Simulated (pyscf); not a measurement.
H₂B–NH–SiH₃ → B–NH–SiH₃ [singlet] + H₂ (1,1-elimination; singlet surface; B–H, B–H broken, H–H formed). Single points on ωB97X-D3(BJ)/def2-SVP structures (PySCF, gas phase). Energies in eV from the reactant's lowest minimum found.

| level | barrier | reaction energy |
|---|---|---|
| ωB97X-D3(BJ)/def2-TZVP | 4.09 | +3.27 |
| B3LYP-D3(BJ)/def2-TZVP | 3.92 | +3.25 |
| PBE0-D3(BJ)/def2-TZVP | 3.92 | +3.40 |
| M06-2X/def2-TZVP | 4.10 | +3.23 |
| ωB97M-D3(BJ)/def2-TZVP | 3.98 | +3.17 |
| HF/def2-TZVP | 4.58 | +3.08 |

The functionals in the table span 0.19 eV in this barrier, from PBE0-D3(BJ) to M06-2X. This saddle turned up in a search for another step; its sides and bond changes are read from the two ends of the descent. The same reactants have a lower exit, to HB=NH + SiH₄ (barrier +2.54 eV at ωB97M-D3(BJ)/def2-TZVP, against +3.98 eV here). B–NH–SiH₃ [singlet] lies 1.93 eV over its isomer HB=N–SiH₃ (electronic energy, ωB97M-D3(BJ)/def2-TZVP). This is the saddle that the search found; another between the same sides may lie lower.
